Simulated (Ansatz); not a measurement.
Ansatz (a first-principles code) input (B3LYP-D3(BJ)/def2-TZVP):

Ansatz 0.2 input:
```yaml
crystal:
  periodic: [false, false, false]
  atoms:
    - {symbol: C, position_ang: [0.13024566, 0.85108141, -0.45470947]}
    - {symbol: O, position_ang: [-0.00376065, -0.00303305, 0.86250643]}
    - {symbol: C, position_ang: [0.02493219, -0.64005001, -0.38613383]}
    - {symbol: H, position_ang: [-0.92028812, 1.20080584, -0.62002850]}
    - {symbol: H, position_ang: [-0.89689779, -1.18874982, -0.64519838]}
    - {symbol: H, position_ang: [0.91620393, -1.25398011, -0.58976473]}
basis:
  gaussian:
    orbitals: def2-TZVP
hamiltonian:
  xc: b3lyp
  dispersion: d3bj
total_charge: -1
phonons: {temperatures: {t_min: 298.15, t_max: 298.15, t_step: 100}}
```

Output:

```
Functional definition: B3LYP
integrals: 0.02 GiB planned
643 factors; their error is unknown
mean field: 0.29 GiB planned
mean field evaluation 1: about -4166.2674 eV, gradient 3.1e1 eV
mean field evaluation 2: about -4162.7224 eV, gradient 5.3e1 eV
mean field evaluation 4: about -4168.4739 eV, gradient 3.2e0 eV
mean field evaluation 8: about -4168.4948 eV, gradient 3.8e-2 eV
mean field evaluation 16: about -4168.4870 eV, gradient 3.0e-5 eV
mean field -4168.48702427 eV, -153.1890726400 hartree, gradient 3.0e-5 eV, S^2 0.000000; 0 other end points of the search recorded, 0 dependent functions left out
the calculation of the forces begins
reference -4168.48721543 eV, -153.1890796648 hartree; 12, 12 occupied and 99, 99 virtual orbitals, 643 factors
these checks for a lower state are left out or cut short: stability, starts, cluster_reference, orbital_swaps, neighbouring_geometries, increment
integrals: 0.02 GiB planned
643 factors; their error is unknown
mean field: 0.29 GiB planned
mean field -4168.48693045 eV, -153.1890691921 hartree, gradient 2.2e-6 eV, S^2 0.000000; 0 other end points of the search recorded, 0 dependent functions left out
the calculation of the forces begins
reference -4168.48712161 eV, -153.1890762173 hartree; 12, 12 occupied and 99, 99 virtual orbitals, 643 factors
these checks for a lower state are left out or cut short: stability, starts, cluster_reference, orbital_swaps, neighbouring_geometries, increment
integrals: 0.02 GiB planned
643 factors; their error is unknown
mean field: 0.29 GiB planned
mean field -4168.48692941 eV, -153.1890691540 hartree, gradient 2.2e-6 eV, S^2 0.000000; 0 other end points of the search recorded, 0 dependent functions left out
the calculation of the forces begins
reference -4168.48712056 eV, -153.1890761786 hartree; 12, 12 occupied and 99, 99 virtual orbitals, 643 factors
these checks for a lower state are left out or cut short: stability, starts, cluster_reference, orbital_swaps, neighbouring_geometries, increment
integrals: 0.02 GiB planned
643 factors; their error is unknown
mean field: 0.29 GiB planned
mean field evaluation 32: about -4168.4954 eV, gradient 4.6e-1 eV
mean field -4168.48693589 eV, -153.1890693921 hartree, gradient 2.2e-6 eV, S^2 0.000000; 0 other end points of the search recorded, 0 dependent functions left out
the calculation of the forces begins
reference -4168.48712703 eV, -153.1890764164 hartree; 12, 12 occupied and 99, 99 virtual orbitals, 643 factors
these checks for a lower state are left out or cut short: stability, starts, cluster_reference, orbital_swaps, neighbouring_geometries, increment
integrals: 0.02 GiB planned
643 factors; their error is unknown
mean field: 0.29 GiB planned
mean field -4168.48691711 eV, -153.1890687020 hartree, gradient 2.2e-6 eV, S^2 0.000000; 0 other end points of the search recorded, 0 dependent functions left out
the calculation of the forces begins
reference -4168.48710828 eV, -153.1890757274 hartree; 12, 12 occupied and 99, 99 virtual orbitals, 643 factors
these checks for a lower state are left out or cut short: stability, starts, cluster_reference, orbital_swaps, neighbouring_geometries, increment
integrals: 0.02 GiB planned
643 factors; their error is unknown
mean field: 0.29 GiB planned
mean field -4168.48700190 eV, -153.1890718180 hartree, gradient 2.2e-6 eV, S^2 0.000000; 0 other end points of the search recorded, 0 dependent functions left out
the calculation of the forces begins
reference -4168.48719313 eV, -153.1890788454 hartree; 12, 12 occupied and 99, 99 virtual orbitals, 643 factors
these checks for a lower state are left out or cut short: stability, starts, cluster_reference, orbital_swaps, neighbouring_geometries, increment
integrals: 0.02 GiB planned
[...]
mean field -4168.48699355 eV, -153.1890715111 hartree, gradient 2.2e-6 eV, S^2 0.000000; 0 other end points of the search recorded, 0 dependent functions left out
the calculation of the forces begins
reference -4168.48718462 eV, -153.1890785326 hartree; 12, 12 occupied and 99, 99 virtual orbitals, 643 factors
these checks for a lower state are left out or cut short: stability, starts, cluster_reference, orbital_swaps, neighbouring_geometries, increment
integrals: 0.02 GiB planned
643 factors; their error is unknown
mean field: 0.29 GiB planned
mean field -4168.48700837 eV, -153.1890720556 hartree, gradient 2.2e-6 eV, S^2 0.000000; 0 other end points of the search recorded, 0 dependent functions left out
the calculation of the forces begins
reference -4168.48719949 eV, -153.1890790792 hartree; 12, 12 occupied and 99, 99 virtual orbitals, 643 factors
these checks for a lower state are left out or cut short: stability, starts, cluster_reference, orbital_swaps, neighbouring_geometries, increment
integrals: 0.02 GiB planned
643 factors; their error is unknown
mean field: 0.29 GiB planned
mean field -4168.48701266 eV, -153.1890722133 hartree, gradient 2.2e-6 eV, S^2 0.000000; 0 other end points of the search recorded, 0 dependent functions left out
the calculation of the forces begins
reference -4168.48720385 eV, -153.1890792394 hartree; 12, 12 occupied and 99, 99 virtual orbitals, 643 factors
these checks for a lower state are left out or cut short: stability, starts, cluster_reference, orbital_swaps, neighbouring_geometries, increment
integrals: 0.02 GiB planned
643 factors; their error is unknown
mean field: 0.29 GiB planned
mean field evaluation 192: about -4168.4870 eV, gradient 2.2e-6 eV
mean field -4168.48695087 eV, -153.1890699426 hartree, gradient 2.2e-6 eV, S^2 0.000000; 0 other end points of the search recorded, 0 dependent functions left out
the calculation of the forces begins
reference -4168.48714202 eV, -153.1890769671 hartree; 12, 12 occupied and 99, 99 virtual orbitals, 643 factors
these checks for a lower state are left out or cut short: stability, starts, cluster_reference, orbital_swaps, neighbouring_geometries, increment
integrals: 0.02 GiB planned
643 factors; their error is unknown
mean field: 0.29 GiB planned
mean field -4168.48695804 eV, -153.1890702059 hartree, gradient 2.2e-6 eV, S^2 0.000000; 0 other end points of the search recorded, 0 dependent functions left out
the calculation of the forces begins
reference -4168.48714920 eV, -153.1890772312 hartree; 12, 12 occupied and 99, 99 virtual orbitals, 643 factors
these checks for a lower state are left out or cut short: stability, starts, cluster_reference, orbital_swaps, neighbouring_geometries, increment
integrals: 0.02 GiB planned
643 factors; their error is unknown
mean field: 0.29 GiB planned
mean field -4168.48698344 eV, -153.1890711395 hartree, gradient 2.2e-6 eV, S^2 0.000000; 0 other end points of the search recorded, 0 dependent functions left out
the calculation of the forces begins
reference -4168.48717458 eV, -153.1890781637 hartree; 12, 12 occupied and 99, 99 virtual orbitals, 643 factors
these checks for a lower state are left out or cut short: stability, starts, cluster_reference, orbital_swaps, neighbouring_geometries, increment
integrals: 0.02 GiB planned
643 factors; their error is unknown
mean field: 0.29 GiB planned
mean field -4168.48700224 eV, -153.1890718303 hartree, gradient 2.2e-6 eV, S^2 0.000000; 0 other end points of the search recorded, 0 dependent functions left out
the calculation of the forces begins
reference -4168.48719341 eV, -153.1890788559 hartree; 12, 12 occupied and 99, 99 virtual orbitals, 643 factors
these checks for a lower state are left out or cut short: stability, starts, cluster_reference, orbital_swaps, neighbouring_geometries, increment
integrals: 0.02 GiB planned
643 factors; their error is unknown
mean field: 0.29 GiB planned
mean field -4168.48700495 eV, -153.1890719299 hartree, gradient 2.2e-6 eV, S^2 0.000000; 0 other end points of the search recorded, 0 dependent functions left out
the calculation of the forces begins
reference -4168.48719611 eV, -153.1890789548 hartree; 12, 12 occupied and 99, 99 virtual orbitals, 643 factors
these checks for a lower state are left out or cut short: stability, starts, cluster_reference, orbital_swaps, neighbouring_geometries, increment
integrals: 0.02 GiB planned
643 factors; their error is unknown
mean field: 0.29 GiB planned
mean field evaluation 224: about -4168.4870 eV, gradient 2.0e-4 eV
mean field -4168.48701010 eV, -153.1890721192 hartree, gradient 2.2e-6 eV, S^2 0.000000; 0 other end points of the search recorded, 0 dependent functions left out
the calculation of the forces begins
reference -4168.48720125 eV, -153.1890791440 hartree; 12, 12 occupied and 99, 99 virtual orbitals, 643 factors
these checks for a lower state are left out or cut short: stability, starts, cluster_reference, orbital_swaps, neighbouring_geometries, increment
integrals: 0.02 GiB planned
643 factors; their error is unknown
mean field: 0.29 GiB planned
mean field -4168.48696266 eV, -153.1890703758 hartree, gradient 2.2e-6 eV, S^2 0.000000; 0 other end points of the search recorded, 0 dependent functions left out
the calculation of the forces begins
reference -4168.48715379 eV, -153.1890773996 hartree; 12, 12 occupied and 99, 99 virtual orbitals, 643 factors
these checks for a lower state are left out or cut short: stability, starts, cluster_reference, orbital_swaps, neighbouring_geometries, increment
integrals: 0.02 GiB planned
643 factors; their error is unknown
mean field: 0.29 GiB planned
mean field -4168.48695059 eV, -153.1890699324 hartree, gradient 2.2e-6 eV, S^2 0.000000; 0 other end points of the search recorded, 0 dependent functions left out
the calculation of the forces begins
reference -4168.48714178 eV, -153.1890769583 hartree; 12, 12 occupied and 99, 99 virtual orbitals, 643 factors
these checks for a lower state are left out or cut short: stability, starts, cluster_reference, orbital_swaps, neighbouring_geometries, increment
integrals: 0.02 GiB planned
643 factors; their error is unknown
mean field: 0.29 GiB planned
mean field -4168.48697714 eV, -153.1890709080 hartree, gradient 2.2e-6 eV, S^2 0.000000; 0 other end points of the search recorded, 0 dependent functions left out
the calculation of the forces begins
reference -4168.48716835 eV, -153.1890779348 hartree; 12, 12 occupied and 99, 99 virtual orbitals, 643 factors
these checks for a lower state are left out or cut short: stability, starts, cluster_reference, orbital_swaps, neighbouring_geometries, increment
integrals: 0.02 GiB planned
643 factors; their error is unknown
mean field: 0.29 GiB planned
mean field -4168.48699713 eV, -153.1890716425 hartree, gradient 2.2e-6 eV, S^2 0.000000; 0 other end points of the search recorded, 0 dependent functions left out
the calculation of the forces begins
reference -4168.48718823 eV, -153.1890786654 hartree; 12, 12 occupied and 99, 99 virtual orbitals, 643 factors
these checks for a lower state are left out or cut short: stability, starts, cluster_reference, orbital_swaps, neighbouring_geometries, increment
integrals: 0.02 GiB planned
643 factors; their error is unknown
mean field: 0.29 GiB planned
mean field evaluation 256: about -4168.4955 eV, gradient 4.3e-1 eV
mean field -4168.48700515 eV, -153.1890719372 hartree, gradient 2.2e-6 eV, S^2 0.000000; 0 other end points of the search recorded, 0 dependent functions left out
the calculation of the forces begins
reference -4168.48719631 eV, -153.1890789623 hartree; 12, 12 occupied and 99, 99 virtual orbitals, 643 factors
these checks for a lower state are left out or cut short: stability, starts, cluster_reference, orbital_swaps, neighbouring_geometries, increment
integrals: 0.02 GiB planned
643 factors; their error is unknown
mean field: 0.29 GiB planned
mean field -4168.48701183 eV, -153.1890721827 hartree, gradient 2.2e-6 eV, S^2 0.000000; 0 other end points of the search recorded, 0 dependent functions left out
the calculation of the forces begins
reference -4168.48720298 eV, -153.1890792072 hartree; 12, 12 occupied and 99, 99 virtual orbitals, 643 factors
Total energy: -4168.60345639 eV, -153.1933514413 hartree
Atom 0 at     0.130246     0.851081    -0.454709 Å, force     0.000677     0.000824     0.000257 eV/Å
Atom 1 at    -0.003761    -0.003033     0.862506 Å, force    -0.000175     0.000577     0.000435 eV/Å
Atom 2 at     0.024932    -0.640050    -0.386134 Å, force    -0.000225    -0.000217     0.000355 eV/Å
Atom 3 at    -0.920288     1.200806    -0.620028 Å, force    -0.000180    -0.000499    -0.000140 eV/Å
Atom 4 at    -0.896898    -1.188750    -0.645198 Å, force    -0.000151    -0.000378    -0.000257 eV/Å
Atom 5 at     0.916204    -1.253980    -0.589765 Å, force     0.000054    -0.000306    -0.000650 eV/Å
Dipole moment:    -0.297535    -0.632852    -0.016078 e Å
Vibrations: 533.72 852.29 885.78 1051.35 1127.02 1174.49 1194.29 1252.21 1507.89 2702.18 2886.94 2915.36 cm⁻¹, zero-point energy 1.121036 eV
```

It need not be the lowest isomer of its formula. Whether it binds its extra electron was not tested at this geometry.
